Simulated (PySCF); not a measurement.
**Unknown compound**

An unknown has the formula C4H5N. Its calculated NMR data are:

1H NMR (400 MHz, computed): δ 6.53 (dq, J = 12.5, 8.4 Hz, 1H), 5.25 (dq, J = 12.5, 2.5 Hz, 1H), 2.17 (dd, J = 8.4, 2.5 Hz, 3H).

13C{1H} NMR (computed): δ 160.7 (CH), 120.2 (C), 107.7 (CH), 20.5 (CH3).

PySCF 2.14 calculation with PBE0-D3(BJ)/def2-SVP structure, B3LYP/pcJ-1 coupling constants (spin–dipole term only in couplings to heteroatoms) and NMR shieldings at PBE0/pcSseg-1/GIAO; non-relativistic, fast rotation and ring inversion assumed for equivalent nuclei, a single conformation, gas phase.

Referencing at the same level of theory: 1H (σ = 31.27 ppm), 13C (σ = 184.41 ppm) vs TMS.

Q: Deduce the structure.

A: 
Rings plus π bonds: 3 (no ring in the answer). 4 carbon signals for 4 carbons: no two carbons are equivalent. Carbon types of the structure: 1 × C, 2 × CH, 1 × CH3, which accounts for all hydrogens. δC 160.7, 107.7: alkene CH; the olefinic region. δC 120.2: nitrile carbon; C≡N carbons fall here, among the sp2 signals but without a proton. δC 20.5: allylic methyl carbon; a saturated carbon with 1 carbon neighbour and no heteroatom attached. δH 6.53, 5.25: hydrogen on an alkene CH; a vinylic proton, deshielded by the sp2 carbon and the C=C anisotropy. δH 2.17: hydrogen on an allylic methyl carbon; allylic position. The protons at 6.53 and 5.25 share a coupling of 12.5 Hz (vicinal, cis across C=C). The protons at 2.17 and 6.53 share a coupling of 8.4 Hz (vicinal).

Structure: (Z)-2-Butenenitrile (SMILES C/C=C\C#N).

The shifts were computed for this structure.

Splittings below 1 Hz are ignored in the labels, and close J values are merged. Unscaled 3J(H,H) at this level run about 10 % above measured values. Shifts are as computed. Against solution values, carbons near 30 ppm lie about +2 ppm off and those near 130 ppm about +5 ppm. Of 1211 compounds with measured shifts, 218 miss one by over three times the rms of a fit or turn the order of signals round; such compounds aren't used in these exercises.
